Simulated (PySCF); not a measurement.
C₂H₆O₃S.
Bonds: C1–C2, C2–S3, S3–O4 (double), S3–O5 (double), S3–O6. Hydrogens: H7, H8, H9 on C1; H10, H11 on C2; H12 on O6.

Computed by this run: PBE0-D3(BJ)/def2-TZVP geometry optimisation, gas phase in PySCF 2.14.0; density fitting, grid level 2; the optimiser is geomeTRIC in internal coordinates, started from a GFN2-xTB structure with every atom displaced at random (about 0.01 Å).

The end geometry, which sets the zero of energy:
```
atom  x, y, z in Å
C1      1.4177    0.3718   -0.4329
C2      0.4977   -0.4350    0.4591
S3     -1.1681    0.1653    0.4659
O4     -1.1523    1.5663    0.7128
O5     -1.9794   -0.7214    1.2421
O6     -1.5937   -0.0250   -1.0637
H7      1.0999    0.3205   -1.4748
H8      1.4306    1.4179   -0.1274
H9      2.4328   -0.0227   -0.3640
H10     0.4409   -1.4877    0.1756
H11     0.7942   -0.3846    1.5102
H12    -2.1806   -0.7911   -1.1119
```

Problem. These geometries come from the run, each turned onto the end geometry. Order them by energy, lowest first.
A.
```
atom  x, y, z in Å
C1      1.4274    0.3757   -0.4288
C2      0.5138   -0.4357    0.4644
S3     -1.1586    0.1442    0.4551
O4     -1.1674    1.5477    0.6955
O5     -1.9744   -0.7397    1.2317
O6     -1.5500   -0.0940   -1.0783
H7      1.1204    0.3056   -1.4731
H8      1.4223    1.4259   -0.1366
H9      2.4469   -0.0018   -0.3452
H10     0.4662   -1.4888    0.1829
H11     0.8040   -0.3764    1.5164
H12    -2.3111   -0.6886   -1.0931
```
B.
```
atom  x, y, z in Å
C1      1.4397    0.3705   -0.4302
C2      0.5190   -0.4275    0.4674
S3     -1.1627    0.1404    0.4642
O4     -1.2058    1.5379    0.6927
O5     -1.9775   -0.7530    1.2359
O6     -1.5416   -0.0955   -1.0703
H7      1.1291    0.3044   -1.4723
H8      1.4412    1.4238   -0.1475
H9      2.4673   -0.0065   -0.3557
H10     0.4519   -1.4793    0.1768
H11     0.7986   -0.3679    1.5221
H12    -2.3196   -0.6732   -1.0924
```
C.
```
atom  x, y, z in Å
C1      1.4028    0.3496   -0.4155
C2      0.5488   -0.4904    0.5004
S3     -1.1460    0.1553    0.4425
O4     -1.0843    1.5690    0.6719
O5     -2.0149   -0.6649    1.2157
O6     -1.4990   -0.1170   -1.1053
H7      1.0040    0.3016   -1.4334
H8      1.3237    1.4163   -0.1066
H9      2.4245    0.0772   -0.3980
H10     0.4868   -1.5252    0.2033
H11     0.8638   -0.4240    1.5472
H12    -2.2707   -0.6732   -1.1314
```

Solution. A (0.006 eV), B (0.017 eV), C (0.115 eV).

In the order of the answer:

```json
{"step": "3", "E above end (eV)": "0.006", "largest force (eV/Å)": "0.07", "rms force component (eV/Å)": "0.021", "rms distance from end (Å)": "0.058", "rms bond change (Å)": "0.001", "bond most changed (Å)": "S3–O6 +0.001"}
{"step": "1", "E above end (eV)": "0.017", "largest force (eV/Å)": "0.57", "rms force component (eV/Å)": "0.157", "rms distance from end (Å)": "0.066", "rms bond change (Å)": "0.003", "bond most changed (Å)": "S3=O4 -0.006"}
{"step": "0", "E above end (eV)": "0.115", "largest force (eV/Å)": "1.84", "rms force component (eV/Å)": "0.533", "rms distance from end (Å)": "0.095", "rms bond change (Å)": "0.020", "bond most changed (Å)": "C2–S3 +0.044"}
```

What follows is the cost of the whole optimisation. Time: 3.1 min; peak memory 1.1 GiB. Hardware: Arm Neoverse V1, one thread, on a shared host.
